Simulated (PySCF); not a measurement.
Working out the ionisation energy of Cl

Cl [Ne] 3s2 3p5 (2P) → Cl⁺ [Ne] 3s2 3p4 (3P). All numbers are calculated (PySCF 2.14, the non-relativistic Hamiltonian (point nucleus), in dyall-acv3z (19s12p6d4f, 113 functions)). Frozen: [Ne]; the 31 highest virtual orbitals dropped. Energies in hartree (1 hartree = 27.21139 eV):

| part | Cl (lower) | Cl⁺ (upper) |
| --- | --- | --- |
| UHF | -459.489437 | -459.057133 |
| CCSD correlation | -0.189229 | -0.153834 |
| (T) | -0.006751 | -0.004867 |

Question: What does Hartree-Fock give?

Answer: (-459.057133) − (-459.489437) = 0.432304 hartree = 11.764 eV.

Question: What do CCSD and CCSD(T) give?

Answer: The CCSD correlation energies differ by 0.035395 hartree = 0.963 eV and the triples by 0.001884 hartree = 0.051 eV, so CCSD gives 12.727 eV and CCSD(T) 12.778 eV.

Measured between the centres of the two terms (NIST): 12.974 eV, so CCSD(T) (valence) is off by -0.196 eV.

What remains against the reference includes basis incompleteness, the frozen core and higher excitations.
